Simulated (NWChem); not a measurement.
# LCCD/SBKJC-VDZ (core potential) run of BNH3Cl (SMILES NBCl)

Aim: the vertical ionisation energy of BNH3Cl at LCCD/SBKJC-VDZ (core potential), from 2 runs. 

The results are computed with NWChem 7.3.0.

### 1 The structure to begin with

BNH3Cl has 6 atoms, charge 0, and is taken as a singlet. As SMILES, `NBCl`. The coordinates come from a PBE0-D4/def2-TZVP relaxation.

Bond lengths: N1–B2 1.383 Å, B2–Cl3 1.768 Å, N1–H4 1.005 Å, N1–H5 1.006 Å, B2–H6 1.191 Å. Angles: N1–B2–Cl3 119.7°, N1–B2–H6 121.5°, Cl3–B2–H6 118.8°, B2–N1–H4 122.2°, B2–N1–H5 123.2°, H4–N1–H5 114.7°.

### 2 A single-point energy at LCCD/SBKJC-VDZ (core potential)

File bclh3n.xyz:

```xyz
6
BClH3N
N     -0.395600    -0.007800    -0.658000
B      0.369600    -0.158900     0.483700
Cl     0.529900     1.189300     1.616000
H     -0.511800    -0.749300    -1.326600
H     -0.878600     0.844500    -0.888200
H      0.928800    -1.181900     0.727100
```

File run.py:

```python
from ase.io import read
from ase.calculators.nwchem import NWChem

mol = read('bclh3n.xyz')

calc = NWChem(
    label='bclh3n',
    theory='tce',
    memory='2200 mb',
    basis='"sbkjc vdz ecp"',
    basispar='spherical',
    ecp={'N library': '"sbkjc ecp"', 'B library': '"sbkjc ecp"', 'Cl library': '"sbkjc ecp"'},
    scf={'nopen': '0', 'rhf': None, 'maxiter': '60', 'direct': None},
    tce={'scf': None, 'lccd': None, 'maxiter': '100'},
    task='energy',
)
mol.calc = calc

e = mol.get_potential_energy()
print(f"E = {e:.6f} eV")
```

Launch:

```sh
$ export ASE_NWCHEM_COMMAND="nwchem PREFIX.nwi > PREFIX.nwo"
$ python run.py
```

The log of the run:

```text
E = -790.042369 eV
```

The calculator wrote bclh3n.nwi:

```
title "bclh3n"

permanent_dir bclh3n

scratch_dir bclh3n

start bclh3n

geometry units angstrom nocenter noautosym noautoz
  N  -3.9560000000000001e-01 -7.7999999999999996e-03 -6.5800000000000003e-01
  B  3.6959999999999998e-01 -1.5890000000000001e-01 4.8370000000000002e-01
  Cl 5.2990000000000004e-01 1.1893000000000000e+00 1.6160000000000001e+00
  H  -5.1180000000000003e-01 -7.4929999999999997e-01 -1.3266000000000000e+00
  H  -8.7860000000000005e-01 8.4450000000000003e-01 -8.8819999999999999e-01
  H  9.2879999999999996e-01 -1.1819000000000000e+00 7.2709999999999997e-01
end

memory 2200 mb

basis spherical noprint
   * library "sbkjc vdz ecp"
end

ecp
  N library "sbkjc ecp"
  B library "sbkjc ecp"
  Cl library "sbkjc ecp"
end
scf
  nopen 0
  rhf
  maxiter 60
  direct
end
tce
  scf
  lccd
  maxiter 100
end

task tce energy
```

bclh3n.nwo, cut to the lines that bear on the results:

```text
[...]
         Total SCF energy =    -28.839620347974
      One-electron energy =   -110.261259982215
      Two-electron energy =     48.912052208766
 Nuclear repulsion energy =     32.509587425475
[... 3 lines left out ...]
             Final eigenvalues
[... 23 lines left out ...]
                       ROHF Final Molecular Orbital Analysis
[...]
```

Wall time 1.6 s (1 thread of INTEL XEON PLATINUM 8581C at 2.30GHz (Emerald Rapids), shared host); peak memory 0.12 GiB.

### 3 The doublet cation, same level

File geom.nw:

```
start geom
memory 2200 mb
charge 1
geometry units angstrom noautosym nocenter
  zmatrix
    N
    B 1 r2
    Cl 2 r3 1 a3
    H 1 r4 2 a4 3 d4
    H 1 r5 4 a5 2 d5
    H 2 r6 1 a6 4 d6
  variables
    r2 1.382693
    r3 1.767892
    a3 119.71538
    r4 1.005162
    a4 122.18092
    d4 179.98562
    r5 1.006328
    a5 114.654
    d5 -179.99702
    r6 1.190998
    a6 121.49681
    d6 -0.00695
  end
end
basis "ao basis" spherical
  * library "sbkjc vdz ecp"
end
ecp
  N library "sbkjc ecp"
  B library "sbkjc ecp"
  Cl library "sbkjc ecp"
end
scf
  doublet
  uhf
  maxiter 80
  direct
end
tce
  scf
  lccd
  maxiter 100
end
task tce
```

Launch:

```sh
$ nwchem geom.nw > geom.out
```

The log of the run:

```text
[...]
  functions       =    30
[...]
  wavefunction    = UHF
[...]
         Total SCF energy =    -28.451583514950
      One electron energy =   -105.317819673247
      Two electron energy =     44.356642724317
 Nuclear repulsion energy =     32.509593433980
                       Sz =      0.5000
                 Sz(Sz+1) =      0.7500
                      S^2 =      0.7535
[...]
         Wavefunction type : Unrestricted Hartree-Fock
          No. of electrons :    17
[...]
         Spin multiplicity : doublet
[...]
```

Run time: 1.8 s. Hardware: 1 thread of INTEL XEON PLATINUM 8581C at 2.30GHz (Emerald Rapids), shared host; peak memory 0.13 GiB.

### 4 Results

Level: LCCD/SBKJC-VDZ (core potential).

| quantity | value |
| --- | --- |
| singlet BNH3Cl: total energy | -29.03352 Eh |
| singlet BNH3Cl: HOMO energy (Hartree–Fock orbitals) | -11.68 eV |
| singlet BNH3Cl: LUMO energy (Hartree–Fock orbitals) | 3.71 eV |
| singlet BNH3Cl: HOMO–LUMO gap (Hartree–Fock orbitals) | 15.39 eV |
| singlet BNH3Cl: correlation energy | -193.9 mEh |
| doublet cation: total energy | -28.63625 Eh |
| doublet cation: HOMO energy (Hartree–Fock orbitals) (highest over α and β) | -18.02 eV |
| doublet cation: LUMO energy (Hartree–Fock orbitals) (lowest over α and β) | -9.33 eV |
| doublet cation: correlation energy | -184.7 mEh |
| doublet cation: ⟨S²⟩ of the reference determinant | 0.753 |
| vertical ionisation energy (to the doublet cation) | 10.810 eV |

What this shows: The vertical ionisation energy comes to 10.81 eV (1043 kJ/mol). Mulliken charges (doublet cation) run from -0.56 on N1 to +0.55 on Cl3; they depend strongly on the basis.
